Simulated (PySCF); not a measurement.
Record of a relaxation.

Species: H₃PS.
Atom-mapped SMILES: `[PH3:1]=[S:2]` (hydrogens: H3, H4, H5 on P1)

Computed by this run: PySCF 2.14.0, PBE0-D3(BJ)/def2-SVP geometry optimisation, gas phase; density fitting, grid level 1; the optimiser is geomeTRIC in internal coordinates, started from a GFN2-xTB structure with every atom displaced at random (about 0.01 Å). The frame can shift and turn from step to step; on so coarse a grid that alone can change the energy by a few meV, and forces under 0.02 eV/Å are noise.

Step 0: E = -20159.0178 eV, largest atomic force 1.546 eV/Å
```
atom  x, y, z in Å  |  force x, y, z in eV/Å
P1      0.035   -0.025   -0.001   -0.803   0.503  -0.354
S2      1.908   -0.023   -0.240    1.534  -0.137  -0.130
H3     -0.536   -0.602    1.127   -0.268  -0.418   0.720
H4     -0.595    1.237    0.063   -0.239   0.261   0.033
H5     -0.778   -0.620   -0.987   -0.224  -0.210  -0.269
```

Step 1: E = -20159.0773 eV, largest atomic force 0.280 eV/Å
```
atom  x, y, z in Å  |  force x, y, z in eV/Å
P1      0.076    0.018    0.004   -0.244  -0.073   0.116
S2      1.995   -0.011   -0.215    0.049   0.013  -0.007
H3     -0.492   -0.594    1.170    0.084   0.055  -0.112
H4     -0.596    1.277    0.075    0.061  -0.022  -0.018
H5     -0.737   -0.610   -0.989    0.050   0.026   0.020
```

Step 2: E = -20159.0785 eV, largest atomic force 0.070 eV/Å
```
atom  x, y, z in Å  |  force x, y, z in eV/Å
P1      0.072    0.016    0.006   -0.068  -0.001   0.017
S2      1.992   -0.010   -0.213    0.038  -0.002  -0.001
H3     -0.491   -0.594    1.168    0.014   0.002  -0.013
H4     -0.591    1.277    0.073    0.010   0.003  -0.002
H5     -0.736   -0.609   -0.989    0.006  -0.003  -0.001
```

Step 3: E = -20159.0785 eV, largest atomic force under 0.02 eV/Å
```
atom  x, y, z in Å  |  force x, y, z in eV/Å
P1      0.071    0.016    0.007   -0.014   0.002   0.000
S2      1.992   -0.011   -0.211    0.016  -0.001   0.000
H3     -0.491   -0.594    1.167   -0.003  -0.002   0.004
H4     -0.590    1.278    0.073    0.001   0.001  -0.001
H5     -0.736   -0.609   -0.990    0.000   0.001  -0.002
```

**Question.** Summarise the path.

**Answer.** The energy falls by 5.86 kJ/mol from step 0 to step 3; nine tenths of that is first reached at step 1. It falls at every step. The largest force goes from 1.546 to under 0.02 eV/Å. Among the bonds P1=S2 changes most, from 1.889 to 1.933 Å; the atoms move by 0.032 Å rms after alignment.

What follows is the cost of the whole optimisation. The run took 3.2 s wall, 2.7 s CPU on one thread, Intel Xeon Platinum 8488C (x86_64), on a shared host, and the process peaked at 0.28 GiB of memory.
